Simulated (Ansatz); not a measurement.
Ansatz (an electronic-structure program) input (PBE/6-31G*):

Ansatz 0.2 input:
```yaml
crystal:
  periodic: [false, false, false]
  atoms:
    - {symbol: C, position_ang: [-0.00000000, 0.00000000, -0.00000000]}
    - {symbol: H, position_ang: [0.62054657, 0.62688914, 0.63896175]}
    - {symbol: H, position_ang: [-0.64285838, -0.62489528, 0.61852983]}
    - {symbol: H, position_ang: [0.63693263, -0.63278043, -0.61664082]}
    - {symbol: H, position_ang: [-0.61462083, 0.63078657, -0.64085076]}
basis:
  gaussian:
    orbitals: 6-31G*
hamiltonian:
  xc: {name: PBE}
relax: {f_tol: 0.003, max_steps: 120}
```

Output:

```
Functional definition: PBE
integrals: 0.00 GiB planned
297 factors; integrals over basis functions are off by at most 4.1e-4 eV
mean field: 0.05 GiB planned
mean field evaluation 1: about -1095.7358 eV, gradient 4.5e1 eV
mean field evaluation 2: about -1091.4979 eV, gradient 5.8e1 eV
mean field evaluation 4: about -1100.5517 eV, gradient 3.9e-2 eV
mean field evaluation 8: about -1100.5458 eV, gradient 4.0e-4 eV
mean field -1100.54582763 eV, -40.4443131887 hartree, gradient 4.1e-5 eV, S^2 0.000000; 0 other end points of the search recorded, 0 dependent functions left out
the calculation of the forces begins
reference -1100.54584058 eV, -40.4443136644 hartree; 5, 5 occupied and 18, 18 virtual orbitals, 297 factors
relax step   1: F+E_penalty+E_count = -1100.54582763 eV  Δ(F+E_penalty+E_count) = +0.000e0 eV  max|allowed force component| = 2.245e-1 eV/Å  Δτ_max = 0.0000 Å  (19 SCF iters, accepted)
these checks for a lower state are left out or cut short: starts, cluster_reference, orbital_swaps, neighbouring_geometries, increment
integrals: 0.00 GiB planned
297 factors; integrals over basis functions are off by at most 4.2e-4 eV
mean field: 0.05 GiB planned
mean field evaluation 16: about -1100.5536 eV, gradient 1.9e-5 eV
mean field -1100.55359033 eV, -40.4445984624 hartree, gradient 1.9e-5 eV, S^2 0.000000; 0 other end points of the search recorded, 0 dependent functions left out
the calculation of the forces begins
reference -1100.55360332 eV, -40.4445989398 hartree; 5, 5 occupied and 18, 18 virtual orbitals, 297 factors
relax step   2: F+E_penalty+E_count = -1100.55359033 eV  Δ(F+E_penalty+E_count) = -7.763e-3 eV  max|allowed force component| = 5.926e-2 eV/Å  Δτ_max = 0.0081 Å  (17 SCF iters, accepted)
these checks for a lower state are left out or cut short: starts, cluster_reference, orbital_swaps, neighbouring_geometries, increment
integrals: 0.00 GiB planned
297 factors; integrals over basis functions are off by at most 4.2e-4 eV
mean field: 0.05 GiB planned
mean field -1100.55419057 eV, -40.4446205210 hartree, gradient 2.3e-6 eV, S^2 0.000000; 0 other end points of the search recorded, 0 dependent functions left out
the calculation of the forces begins
reference -1100.55420358 eV, -40.4446209990 hartree; 5, 5 occupied and 18, 18 virtual orbitals, 297 factors
relax step   3: F+E_penalty+E_count = -1100.55419057 eV  Δ(F+E_penalty+E_count) = -6.002e-4 eV  max|allowed force component| = 1.046e-3 eV/Å  Δτ_max = 0.0029 Å  (17 SCF iters, accepted)
integrals: 0.00 GiB planned
297 factors; integrals over basis functions are off by at most 4.2e-4 eV
mean field: 0.05 GiB planned
mean field evaluation 32: about -1100.5542 eV, gradient 4.7e-2 eV
mean field -1100.55419057 eV, -40.4446205210 hartree, gradient 2.3e-6 eV, S^2 0.000000; 1 other end points of the search recorded, 0 dependent functions left out
the calculation of the forces begins
reference -1100.55420358 eV, -40.4446209990 hartree; 5, 5 occupied and 18, 18 virtual orbitals, 297 factors
Total energy: -1100.55420358 eV, -40.4446209990 hartree
Atom 0 at    -0.000000    -0.000000     0.000000 Å, force     0.000000    -0.000000    -0.000001 eV/Å
Atom 1 at     0.626843     0.633250     0.645445 Å, force     0.001010     0.001020     0.001040 eV/Å
Atom 2 at    -0.649382    -0.631236     0.624806 Å, force    -0.001046    -0.001017     0.001006 eV/Å
Atom 3 at     0.643396    -0.639201    -0.622898 Å, force     0.001036    -0.001029    -0.001003 eV/Å
Atom 4 at    -0.620858     0.637187    -0.647354 Å, force    -0.001000     0.001026    -0.001042 eV/Å
Dipole moment:    -0.000000     0.000000     0.000000 e Å
```

The geometry given is a B3LYP-D3(BJ)/def2-TZVP minimum.
